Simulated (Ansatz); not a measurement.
Ansatz (a quantum-chemistry and plane-wave program) input (CCSD(T)/aug-cc-pVDZ):

Ansatz 0.2 input:
```yaml
crystal:
  periodic: [false, false, false]
  atoms:
    - {symbol: C, position_ang: [-0.05249934, 0.66361634, -0.00082491]}
    - {symbol: O, position_ang: [-0.03987542, -0.75703536, 0.00178984]}
    - {symbol: H, position_ang: [-1.09784462, 0.96908472, 0.00748358]}
    - {symbol: H, position_ang: [0.87401456, -1.05773522, -0.00540936]}
    - {symbol: H, position_ang: [0.43649641, 1.08332517, 0.88540014]}
    - {symbol: H, position_ang: [0.42133308, 1.07991017, -0.89684359]}
basis:
  gaussian:
    orbitals: aug-cc-pVDZ
magnetization: {spin_polarized: false}
correlation: {method: ccsd_t, electrons: outside_noble_gas}
output: {forces: true}
```

End of the output:

```
mean field evaluation 1: about -3129.0747 eV, gradient 3.0e1 eV
mean field evaluation 2: about -3129.0748 eV, gradient 3.0e1 eV
mean field evaluation 4: about -3130.9617 eV, gradient 2.7e0 eV
mean field evaluation 8: about -3130.9830 eV, gradient 1.0e-4 eV
mean field evaluation 16: about -3130.9827 eV, gradient 1.4e-1 eV
mean field -3130.98301568 eV, -115.0615035699 hartree, gradient 1.0e-6 eV, S^2 0.000000; 0 other end points of the search recorded, 0 dependent functions left out
2 core orbitals not correlated
reference -3130.98301568 eV, -115.0615035699 hartree; 7, 7 occupied and 73, 73 virtual orbitals, 791 factors
densities: 0.33 GiB planned
second order -9.80069819 eV of doubles, -0.00000000 eV of singles
coupled cluster: 0.24 GiB planned
cycle   1  -10.13268238 eV  change   -3.3e-1 eV  update   6.8e-2
cycle   2  -10.37593360 eV  change   -2.4e-1 eV  update   1.9e-2
cycle   3  -10.43736108 eV  change   -6.1e-2 eV  update   9.1e-3
cycle   4  -10.43515933 eV  change    2.2e-3 eV  update   1.8e-3
cycle   5  -10.43510371 eV  change    5.6e-5 eV  update   6.6e-4
cycle   6  -10.43534093 eV  change   -2.4e-4 eV  update   2.2e-4
cycle   7  -10.43527564 eV  change    6.5e-5 eV  update   7.5e-5
cycle   8  -10.43525079 eV  change    2.5e-5 eV  update   2.7e-5
cycle   9  -10.43525390 eV  change   -3.1e-6 eV  update   9.8e-6
perturbative correction -0.28445290 eV, -0.0104534514 hartree
the calculation of the forces begins
Total energy: -3141.70272249 eV, -115.4554455288 hartree
Atom 0 at    -0.052499     0.663616    -0.000825 Å, force     0.096038     0.138884    -0.001083 eV/Å
Atom 1 at    -0.039875    -0.757035     0.001790 Å, force    -0.206253    -0.511458     0.002735 eV/Å
Atom 2 at    -1.097845     0.969085     0.007484 Å, force    -0.445546     0.107490     0.003585 eV/Å
Atom 3 at     0.874015    -1.057735    -0.005409 Å, force     0.182862    -0.024227    -0.001509 eV/Å
Atom 4 at     0.436496     1.083325     0.885400 Å, force     0.189408     0.145322     0.345955 eV/Å
Atom 5 at     0.421333     1.079910    -0.896844 Å, force     0.183490     0.143989    -0.349682 eV/Å
Dipole moment:     0.278194     0.204804    -0.002759 e Å
```
